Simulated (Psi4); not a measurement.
# One shape, several levels: singlet OH−

We compute a comparison of 6 runs (B2PLYP/aug-cc-pVTZ, B3LYP/aug-cc-pVTZ, M06-2X/aug-cc-pVTZ, M06-L/aug-cc-pVTZ, SVWN5/aug-cc-pVTZ, revPBE/aug-cc-pVTZ) of singlet OH−. 

The calculation is run with Psi4 1.11.

## (1) The structure to begin with

OH− has 2 atoms, charge -1, and is taken as a singlet. As SMILES of the parent species, `[OH]`. Geometry: relaxed at PBE0-D4/def2-TZVP. That shape belongs to the parent species and isn't relaxed for this state.

Bond lengths: O1–H2 0.973 Å.

## (2) A single-point energy at B2PLYP/aug-cc-pVTZ (density fitting for correlation) (run 1)

ho.py

```python
import psi4

psi4.set_memory('2200 MB')
psi4.set_num_threads(1)
psi4.core.set_output_file('psi4.out', False)

m = psi4.geometry("""
-1 1
O      0.78589930    -0.25161703     0.40544074
H     -0.78589930     0.25161703    -0.40544074
units au
symmetry c1
no_reorient
no_com
""")

options = {'basis': 'aug-cc-pVTZ', 'puream': True, 'e_convergence': 1e-09, 'd_convergence': 1e-08, 'scf_type': 'pk', 'dft_radial_points': 99, 'dft_spherical_points': 590, 'num_frozen_docc': 1}
psi4.set_options(options)

e, wfn = psi4.energy("b2plyp", molecule=m, return_wfn=True)
print(f'total energy {e:.8f} hartree = {e * 27.211386:.5f} eV')
for k, v in sorted(psi4.core.scalar_variables().items()):
    print(f'{k:45s} {v:18.10f}')
```

Run with:

```console
$ python ho.py
```

psi4.out:

```text
[...]
  Running in c1 symmetry.
[...]
  Nuclear repulsion =    4.350574249077810
[...]
  Multiplicity = 1
[...]
  Nalpha       = 5
  Nbeta        = 5
[...]
    Number of basis functions: 69
[...]
   @RKS iter   1:   -75.40379570424639   -3.18167e-01   1.20579e-02 ADIIS/DIIS
[...]
   @RKS iter  11:   -75.69009334547107   -1.17950e-12   1.63303e-09 DIIS
[...]
    Orbital Energies [Eh]
    ---------------------
    Doubly Occupied:
       1A    -19.367603     2A     -0.722275     3A     -0.161222
       4A     -0.021786     5A     -0.021786
[...]
  @RKS Final Energy:   -75.69009334547107
   => Energetics <=
    Nuclear Repulsion Energy =              4.3505742490778099
    One-Electron Energy =                -116.3442513128413509
    Two-Electron Energy =                  40.6776848192072507
    DFT Exchange-Correlation Energy =      -4.3741011009147694
    Empirical Dispersion Energy =           0.0000000000000000
    VV10 Nonlocal Energy =                  0.0000000000000000
    Total Energy =                        -75.6900933454710696
[...]
 Multipole Moments:
 ------------------------------------------------------------------------------------
     Multipole            Electronic (a.u.)      Nuclear  (a.u.)        Total (a.u.)
 ------------------------------------------------------------------------------------
 L = 1.  Multiply by 2.5417464519 to convert [e a0] to [Debye]
 Dipole X            :         -6.5932252            5.5012951           -1.0919301
 Dipole Y            :          2.1109164           -1.7613192            0.3495972
 Dipole Z            :         -3.4014054            2.8380852           -0.5633202
 Magnitude           :                                                    1.2774424
[...]
```

On the terminal:

```text
total energy -75.78637049 hartree = -2062.25218 eV
B2PLYP DOUBLE-HYBRID CORRECTION ENERGY             -0.0962771443
B2PLYP TOTAL ENERGY                               -75.7863704897
CURRENT ENERGY                                    -75.7863704897
CURRENT REFERENCE ENERGY                          -75.6900933455
DD SOLVATION ENERGY                                 0.0000000000
DFT FUNCTIONAL TOTAL ENERGY                       -75.6900933455
DFT TOTAL ENERGY                                  -75.7863704897
DFT VV10 ENERGY                                     0.0000000000
DFT XC ENERGY                                      -4.3741011009
DOUBLE-HYBRID CORRECTION ENERGY                    -0.0962771443
GRID ELECTRONS ALPHA                                5.0000000086
GRID ELECTRONS BETA                                 5.0000000086
GRID ELECTRONS TOTAL                               10.0000000172
NUCLEAR REPULSION ENERGY                            4.3505742491
ONE-ELECTRON ENERGY                              -116.3442513128
PCM POLARIZATION ENERGY                             0.0000000000
PE ENERGY                                           0.0000000000
SCF ITERATION ENERGY                              -75.6900933455
SCF ITERATIONS                                     11.0000000000
SCF TOTAL ENERGY                                  -75.6900933455
TWO-ELECTRON ENERGY                                40.6776848192
XC GRID RADIAL POINTS                              99.0000000000
XC GRID SPHERICAL POINTS                          590.0000000000
XC GRID TOTAL POINTS                           114716.0000000000
```

Run time: 3.3 s. Hardware: 1 thread of Intel Xeon 6975P-C (Granite Rapids), shared host; peak memory 0.49 GiB.

## (3) The energy at B3LYP/aug-cc-pVTZ (run 2)

ho.py

```python
import psi4

psi4.set_memory('2200 MB')
psi4.set_num_threads(1)
psi4.core.set_output_file('ho.out', False)

geom = psi4.geometry("""
-1 1
O
H 1 0.973071
symmetry c1
no_reorient
no_com
""")

psi4.set_options({
    'basis': 'aug-cc-pVTZ',
    'reference': 'rks',
    'puream': True,
    'e_convergence': 1e-09,
    'd_convergence': 1e-08,
    'scf_type': 'pk',
    'dft_radial_points': 99,
    'dft_spherical_points': 590,
})

result, w = psi4.energy('b3lyp', return_wfn=True)
psi4.oeprop(w, 'DIPOLE', 'MULLIKEN_CHARGES', 'WIBERG_LOWDIN_INDICES', title='B3LYP')
print('E =', round(result, 9))
```

Run with:

```console
$ python ho.py
```

ho.out:

```text
[...]
  Running in c1 symmetry.
[...]
  Nuclear repulsion =    4.350574300703649
[...]
  Multiplicity = 1
[...]
  Nalpha       = 5
  Nbeta        = 5
[...]
    Number of basis functions: 69
[...]
   @RKS iter   1:   -75.46039292417012   -1.19190e-01   1.40282e-02 ADIIS/DIIS
[...]
   @RKS iter  10:   -75.83622077812046   -7.69944e-11   1.78124e-09 DIIS
[...]
    Orbital Energies [Eh]
    ---------------------
    Doubly Occupied:
       1A    -18.780534     2A     -0.598624     3A     -0.099880
       4A      0.036360     5A      0.036360
[...]
  @RKS Final Energy:   -75.83622077812046
   => Energetics <=
    Nuclear Repulsion Energy =              4.3505743007036486
    One-Electron Energy =                -116.2570129056339425
    Two-Electron Energy =                  43.4505222083099980
    DFT Exchange-Correlation Energy =      -7.3803043815001681
    Empirical Dispersion Energy =           0.0000000000000000
    VV10 Nonlocal Energy =                  0.0000000000000000
    Total Energy =                        -75.8362207781204631
[...]
 Multipole Moments:
 ------------------------------------------------------------------------------------
     Multipole            Electronic (a.u.)      Nuclear  (a.u.)        Total (a.u.)
 ------------------------------------------------------------------------------------
 L = 1.  Multiply by 2.5417464519 to convert [e a0] to [Debye]
 Dipole X            :          0.0000000            0.0000000            0.0000000
 Dipole Y            :         -0.0000000            0.0000000           -0.0000000
 Dipole Z            :         -0.4109022            0.8578758            0.4469735
 Magnitude           :                                                    0.4469735
[...]
```

On the terminal:

```text
E = -75.836220778
```

Run time: 3.6 s. Hardware: 1 thread of Intel Xeon 6975P-C (Granite Rapids), shared host; peak memory 0.49 GiB.

Runs 3 to 5 aren't shown in full; the table further down has their settings and results.

## (4) A single-point energy at revPBE/aug-cc-pVTZ (run 6)

input.inp

```
memory 2.2 GB

molecule geom {
  -1 1
  O      0.415880    -0.133150     0.214550
  H     -0.415880     0.133150    -0.214550
  units angstrom
  symmetry c1
  no_reorient
  no_com
}

set {
  puream               true
  e_convergence        1e-09
  d_convergence        1e-08
  scf_type             pk
  dft_radial_points    99
  dft_spherical_points 590
}

result, w = energy('revpbe/aug-cc-pVTZ', return_wfn=True)
oeprop(w, 'MAYER_INDICES', 'MULLIKEN_CHARGES', 'WIBERG_LOWDIN_INDICES', title='REVPBE')
print_variables()
```

Run with:

```console
$ psi4 input.inp input.out -n 1
```

input.out:

```text
[...]
  Running in c1 symmetry.
[...]
  Nuclear repulsion =    4.350574239688279
[...]
  Multiplicity = 1
[...]
  Nalpha       = 5
  Nbeta        = 5
[...]
    Number of basis functions: 69
[...]
   @RKS iter   1:   -75.39368674802967   -1.98152e-04   1.47048e-02 ADIIS/DIIS
[...]
   @RKS iter  11:   -75.81144440037662   -2.08900e-12   1.97880e-09 DIIS
[...]
  @RKS Final Energy:   -75.81144440037662
   => Energetics <=
    Nuclear Repulsion Energy =              4.3505742396882789
    One-Electron Energy =                -116.1433796916693950
    Two-Electron Energy =                  45.0602887929436520
    DFT Exchange-Correlation Energy =      -9.0789277413391609
    Empirical Dispersion Energy =           0.0000000000000000
    VV10 Nonlocal Energy =                  0.0000000000000000
    Total Energy =                        -75.8114444003766152
[...]
 Multipole Moments:
 ------------------------------------------------------------------------------------
     Multipole            Electronic (a.u.)      Nuclear  (a.u.)        Total (a.u.)
 ------------------------------------------------------------------------------------
 L = 1.  Multiply by 2.5417464519 to convert [e a0] to [Debye]
 Dipole X            :         -6.5593260            5.5012951           -1.0580309
 Dipole Y            :          2.1000631           -1.7613192            0.3387439
 Dipole Z            :         -3.3839170            2.8380852           -0.5458318
 Magnitude           :                                                    1.2377840
[...]
  Mulliken Charges: (a.u.)
   Center  Symbol    Alpha    Beta     Spin     Total
       1     O     4.54083  4.54083  0.00000 -1.08166
       2     H     0.45917  0.45917  0.00000  0.08166
   Total alpha =  5.00000, Total beta =  5.00000, Total charge = -1.00000
  Mayer Bond Indices:
[...]
```

Wall time 3.9 s (1 thread of Intel Xeon 6975P-C (Granite Rapids), shared host); peak memory 0.5 GiB.

## (5) Overview of the runs

```
run                                                 level  fitting correlation  frozen core orbitals  energy (Eh)  HOMO energy (eV)  LUMO energy (eV)  HOMO–LUMO gap (eV)  wall time
  1  B2PLYP/aug-cc-pVTZ (density fitting for correlation)      density fitting                     1   -75.786370             -0.59              4.32                4.91      3.3 s
  2                                     B3LYP/aug-cc-pVTZ                    –                     0   -75.836221              0.99              3.84                2.85      3.6 s
  3                                    M06-2X/aug-cc-pVTZ                    –                     0   -75.795681             -0.66              3.99                4.65      6.3 s
  4                                     M06-L/aug-cc-pVTZ                    –                     0   -75.806062              2.26              4.14                1.88      6.9 s
  5                                     SVWN5/aug-cc-pVTZ                    –                     0   -75.287256              2.01              3.70                1.69      3.9 s
  6                                    revPBE/aug-cc-pVTZ                    –                     0   -75.811444              2.28              3.63                1.35      3.9 s
```

## (6) Results

```
                                                    quantity         value
                                         run 6: total energy  -75.81144 Eh
                                          run 6: HOMO energy       2.28 eV
                                          run 6: LUMO energy       3.63 eV
run 6: HOMO–LUMO gap (to an unbound level, set by the basis)       1.35 eV
```

The HOMO–LUMO gap runs from 1.35 eV (revPBE/aug-cc-pVTZ) to 4.91 eV (B2PLYP/aug-cc-pVTZ). The empty levels of an anion lie above zero and hang on the basis. A double hybrid's value is that of its SCF part. Totals of different functionals can't be ranked against each other. In runs 2, 4, 5, 6 the HOMO lies above zero, so the outermost electron may be held by the basis alone. All runs together took 28 s, the longest 6.9 s.
